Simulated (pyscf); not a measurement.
HN=SiH–NH₂ + H atom (H•) -> [HN=Si–NH₂]• + hydrogen (H₂), a hydrogen abstraction (doublet surface; H–Si broken, H–H formed). Structures and frequencies: ωB97X-D3(BJ)/def2-SVP in PySCF. Energies in kcal/mol from the separated reactants.

Small-basis levels: PySCF, no dispersion term, spherical d functions. AM1 to PM7: differences of heats of formation from MOPAC, which are fitted to 298 K values and so differ in kind from electronic energies by zero-point and thermal terms. Open shells are spin-unrestricted. 

```json
[
 {"level": "HF/6-31G*", "barrier": "14.5", "reaction energy": "-14.4"},
 {"level": "MP2/6-31G*", "barrier": "…", "reaction energy": "-8.0"},
 {"level": "SVWN5/6-31G*", "barrier": "-5.6", "reaction energy": "-23.9"},
 {"level": "BP86/6-31G*", "barrier": "-2.0", "reaction energy": "-28.8"},
 {"level": "PBE/6-31G*", "barrier": "0.2", "reaction energy": "-24.9"},
 {"level": "B3LYP/STO-3G", "barrier": "-2.1", "reaction energy": "-50.4"},
 {"level": "B3LYP/LANL2DZ", "barrier": "-0.5", "reaction energy": "-34.5"},
 {"level": "B3LYP/6-311+G**", "barrier": "1.3", "reaction energy": "-26.3"},
 {"level": "PBE/def2-SVP", "barrier": "0.1", "reaction energy": "-22.2"},
 {"level": "PM3", "barrier": "-22.2", "reaction energy": "-55.8"},
 {"level": "PM6", "barrier": "-25.7", "reaction energy": "-43.0"},
 {"level": "PM7", "barrier": "-16.0", "reaction energy": "-47.7"},
 {"level": "ωB97M-D3(BJ)/def2-TZVP", "barrier": "…", "reaction energy": "-19.5"}
]
```

Some entries are withheld; supply them.


- MP2/6-31G*, barrier: 11.8
- ωB97M-D3(BJ)/def2-TZVP, barrier: 5.5

Against the last row the barrier runs from -31.1 (PM6) to +9.1 kcal/mol (HF/6-31G*). At SVWN5/6-31G*, BP86/6-31G*, B3LYP/STO-3G, B3LYP/LANL2DZ, PM3, PM6, PM7 this geometry lies under one side, so the entry may be no barrier of that level: it is a single point on another level's saddle. ωB97M-D3(BJ)/def2-TZVP has limits of its own. HN=SiH–NH₂ lies 20.7 kcal/mol over its isomer H₂N–Si:–NH₂ [singlet] (electronic energy, ωB97M-D3(BJ)/def2-TZVP). One saddle was located; it need not be the lowest between these sides. The angle at the transferred H is 176°.
